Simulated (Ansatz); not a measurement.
# MgSiH (quartet): wave-function methods side by side, def2-QZVPP

An exercise on one series of results from a longer session: the logs are not shown, and one member is left open.

Method: def2-QZVPP, core rule «outside noble gas», up to 10 orbitals frozen; program: Ansatz 0.2.0, Gaussian basis.

The runs, in order: UHF; ROHF; CCSD(T) on UHF.

2 further runs of the same task are left out: 2 set aside as unsound or not needed.

## What is computed

The geometry is a PBE0/def2-TZVP stationary point (not a proven minimum) of the parent state, kept for this charge and spin.

3 atoms, charge 0, spin multiplicity 4.

Atoms are counted from 1 here; the program's logs count them from 0.

Bond lengths: Si1–Mg2 2.611 Å, Mg2–H3 1.710 Å. Angles: Si1–Mg2–H3 180.0°.

The first run:

Contents of in.yaml:

```yaml
crystal:
  periodic: [false, false, false]
  atoms:
    - {symbol: Si, position_ang: [0.000000, 0.000000, 2.310310]}
    - {symbol: Mg, position_ang: [0.000000, 0.000000, -0.300285]}
    - {symbol: H, position_ang: [0.000000, 0.000000, -2.010025]}
basis:
  gaussian: {orbitals: "def2-QZVPP.json"}
magnetization: {spin_polarized: true, initial_magnetization: 3}
hamiltonian: {xc: hf}
output: {orbitals: {seedname: orbitals}}
```

Started as:

```
> ansatz run in.yaml --threads 1 --pin off --events-out ev --progress --plain --max-ram 2393MiB
```

Among the steps run: UHF; ROHF; CCSD(T) on UHF.

One of the session's tables, all rows but one given; the rest of the session is left out.

It belongs to the step «Misses and costs». 

| method | from UCCSD(T) (kcal/mol) |
| --- | --- |
| ROHF | +88.83 |
| UHF | ? |
| UMP2 | +18.02 |
| UCCSD | +3.69 |
| UCCSD(T) | 0 |

Estimate the missing values for UHF.

As computed: from UCCSD(T) (kcal/mol): +88.13. In the column «from UCCSD(T) (kcal/mol)» it lies between UMP2 (+18.02) and ROHF (+88.83).
